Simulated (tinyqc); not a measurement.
Pariser-Parr-Pople SCF with singles CI, for the molecule C=C([CH2-])O (SMILES; centres numbered as the heavy atoms are written), step by step. One step of it, computed by the program tinyqc.

Task: Iteration 2: Fock matrix. F_rr = H_rr + P_rr gamma_rr / 2 + sum_(s != r) P_ss gamma_rs; F_rs = H_rs - P_rs gamma_rs / 2; E = tr P (H + F) / 2 + core repulsion sum_(r<s) z_r z_s gamma_rs.

P after iteration 1, order 1C, 2C, 3C, 4O:
$$\begin{pmatrix}
1.547321 & 0.669500 & -0.452679 & -0.217464 \\
0.669500 & 1.009826 & 0.669500 & 0.321624 \\
-0.452679 & 0.669500 & 1.547321 & -0.217464 \\
-0.217464 & 0.321624 & -0.217464 & 1.895532
\end{pmatrix}$$

core matrix H (eV), order 1C, 2C, 3C, 4O:
$$\begin{pmatrix}
-29.087396 & -2.390000 & 0.000000 & 0.000000 \\
-2.390000 & -34.469446 & -2.390000 & -2.240000 \\
0.000000 & -2.390000 & -29.087396 & 0.000000 \\
0.000000 & -2.240000 & 0.000000 & -48.016349
\end{pmatrix}$$

repulsion gamma_rs (eV), order 1C, 2C, 3C, 4O:
$$\begin{pmatrix}
11.130000 & 5.346287 & 3.873196 & 4.353957 \\
5.346287 & 11.130000 & 5.346287 & 6.308436 \\
3.873196 & 5.346287 & 11.130000 & 4.353957 \\
4.353957 & 6.308436 & 4.353957 & 21.500000
\end{pmatrix}$$

Centres (angstrom, eV; a flat drawing with bonds scaled to 1.40 angstrom):
```
centre          x          y  core charge z          W   gamma_rr
1C      -1.212000  -0.700000              1  11.160000  11.130000
2C       0.000000   0.000000              1  11.160000  11.130000
3C       1.212000  -0.700000              1  11.160000  11.130000
4O       0.000000   1.400000              2  33.000000  21.500000
```

Give: F; pi energy.

Result:

F (eV), order 1C, 2C, 3C, 4O:
$$\begin{pmatrix}
-0.8316 & -4.1797 & 0.8767 & 0.4734 \\
-4.1797 & -0.3471 & -4.1797 & -3.2545 \\
0.8767 & -4.1797 & -0.8316 & 0.4734 \\
0.4734 & -3.2545 & 0.4734 & -7.7950
\end{pmatrix}$$

pi energy = -83.3379 eV
